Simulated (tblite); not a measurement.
Species: C5H5 (doublet state).
Numbering: `[CH3:1]/[CH:2]=[C:3]1[C:4]=[CH:5]/1` (hydrogens: H6, H7, H8 on C1; H9 on C2; H10 on C5)

Level: GFN2-xTB in tblite, geometry and Hessian alike; calculated harmonic values, unscaled, isolated species. Against measured fundamentals such values can be off by several per cent, at times by over 20. Open shells enter through the occupations alone, without spin polarisation, and single modes of such species can be off by tens of per cent.

Harmonic wavenumbers (cm⁻¹): 117.3, 178.7, 219.0, 375.8, 494.2, 673.5, 725.7, 784.6, 877.9, 897.8, 1002.2, 1032.6, 1108.2, 1209.3, 1354.2, 1391.2, 1463.9, 1482.3, 1793.4, 2970.8, 2996.2, 3040.2, 3053.2, 3205.7.

A = 18717, B = 3446, C = 3009 MHz; mass 65.039 u (most abundant isotopes); point group C1, symmetry number 1; spin multiplicity 2.

Problem. Zero-point energy?

Solution. ½Σν̃ = 16224 cm⁻¹ = 194.08 kJ/mol.

Problem. Entropy at 400 K, 1 bar (ideal gas, RRHO, classical rotation)?

Solution. Translation 167.03, rotation 107.93, vibration 63.96, spin (R ln 2) 5.76: S = 344.7 J/(mol K).

Problem. And Cp and H(400 K) − H(0)?

Solution. Cp = 109.67 J/(mol K), of which vibrations give 76.41 (their classical limit is 24 R = 199.5); H(400 K) − H(0) = 27.82 kJ/mol without the zero-point energy, 14.51 from vibrations.

Problem. Which modes carry the vibrational entropy at 400 K?

Solution. 117.3 cm⁻¹: 15.55; 178.7 cm⁻¹: 12.13; 219.0 cm⁻¹: 10.51; 375.8 cm⁻¹: 6.41; 494.2 cm⁻¹: 4.55; 673.5 cm⁻¹: 2.73 J/(mol K); the other 18 give 12.07 together.

Problem. How do the functions run with temperature in this model?

Solution. 
| T (K) | S (J/(mol K)) | Cp (J/(mol K)) | H − H(0) (kJ/mol) | G − H(0) (kJ/mol) | ln q(vib) |
| --- | --- | --- | --- | --- | --- |
| 100 | 243.8 | 50.2 | 3.96 | -20.41 | 0.33 |
| 200 | 284.3 | 68.9 | 9.91 | -46.94 | 1.24 |
| 300 | 316.1 | 89.7 | 17.83 | -77.00 | 2.26 |
| 500 | 371.0 | 126.7 | 39.66 | -145.86 | 4.43 |
| 800 | 439.0 | 162.1 | 83.47 | -267.75 | 7.72 |
| 1000 | 476.9 | 177.5 | 117.51 | -359.43 | 9.80 |

q(vib) and H(0) count from the zero-point level.

Hindered rotation and anharmonicity are outside this model. The structure is chiral; the term R ln 2 for an equal mix with its mirror image is left out.

Hardware: an Arm Neoverse V1 with one thread (shared host). Cost: 0.16 s wall. The figure is for the frequency step alone.
